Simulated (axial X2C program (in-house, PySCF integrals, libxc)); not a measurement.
## Ionising B₂

All values come from calculations with an in-house all-electron X2C program for linear molecules (integrals from PySCF), spin-free (one-electron X2C) or two-component (2c: spin–orbit coupling with atomic mean-field Coulomb and Gaunt terms, which also bring small scalar terms), in Dyall basis sets with cores contracted in-house; open shells are unrestricted.

Basis sets: B dyall-v3z. Frozen shells (counts by l): B₂ B 1s, 6 electrons correlated; B₂⁺ B 1s, 5 electrons correlated. Where the outer core of a metal is frozen, bonds come out longer and ionisation energies lower.

```tsv
Hamiltonian	level	B₂ state	Re (Å)	ωe (cm⁻¹)	De (eV)
spin-free	HF	M_S = 2, Λ = 0	1.501	1378.5	n/a
spin-free	PBE0	M_S = 2, Λ = 0	1.517	1293.4	n/a
spin-free	MP2	M_S = 2, Λ = 0	1.518	1291.3	n/a
2c	HF	Ω = 2	1.501	1378.5	n/a
2c	PBE0	Ω = 2	1.517	1293.3	n/a
2c	MP2	Ω = 2	1.518	1291.3	n/a
```

Adiabatic ionisation energy (minimum to minimum, no zero-point term) and constants of B₂⁺:

```json
{"Hamiltonian": "spin-free", "level": "HF", "B₂⁺ state": "M_S = 3/2, Λ = 1", "IE (eV)": "9.02", "Re (Å)": "1.607", "ωe (cm⁻¹)": "1184.9", "De (eV)": "n/a", "fragments": "B+ + B"}
{"Hamiltonian": "spin-free", "level": "PBE0", "B₂⁺ state": "M_S = 3/2, Λ = 1", "IE (eV)": "9.95", "Re (Å)": "1.628", "ωe (cm⁻¹)": "1094.3", "De (eV)": "n/a", "fragments": "B+ + B"}
{"Hamiltonian": "spin-free", "level": "MP2", "B₂⁺ state": "M_S = 3/2, Λ = 1", "IE (eV)": "9.75", "Re (Å)": "1.621", "ωe (cm⁻¹)": "1121.9", "De (eV)": "n/a", "fragments": "B+ + B"}
{"Hamiltonian": "2c", "level": "HF", "B₂⁺ state": "Ω = 1/2", "IE (eV)": "9.02", "Re (Å)": "1.607", "ωe (cm⁻¹)": "1184.8", "De (eV)": "n/a", "fragments": "B+ + B"}
{"Hamiltonian": "2c", "level": "PBE0", "B₂⁺ state": "Ω = 1/2", "IE (eV)": "9.95", "Re (Å)": "1.628", "ωe (cm⁻¹)": "1094.2", "De (eV)": "n/a", "fragments": "B+ + B"}
{"Hamiltonian": "2c", "level": "MP2", "B₂⁺ state": "Ω = 1/2", "IE (eV)": "9.75", "Re (Å)": "1.621", "ωe (cm⁻¹)": "1121.9", "De (eV)": "n/a", "fragments": "B+ + B"}
```

(1) Add the zero-point terms to the ionisation energy at MP2, 2c, and say whether the electron removed was bonding.

Each entry is the lowest single determinant of a limited PBE0 search at one distance. De goes to single-determinant-based atoms at the same level (for ions the charge split of lowest energy) and is withheld (n/a) where an atom does not fit its ground term or J level. Main or longest-lived isotopes. One determinant is a doubtful description, or other states lie close, for B₂, B₂⁺; these need not be ground states, and all values refer to the states named. Some open-shell Ω = 0 determinants are out of reach, so the Ω given for B₂ need not be the lowest component. With several unpaired electrons the Ω given is that of one determinant, not necessarily of the lowest component. The functionals have no current term, which raises determinants with orbital currents.

Results:

(1) IE0 = IE + (ωe⁺ − ωe)/2 = 9.75 + (-0.010) = 9.74 eV. Re changes by 0.103 Å, so the bond lengthens, as on loss of a bonding electron.
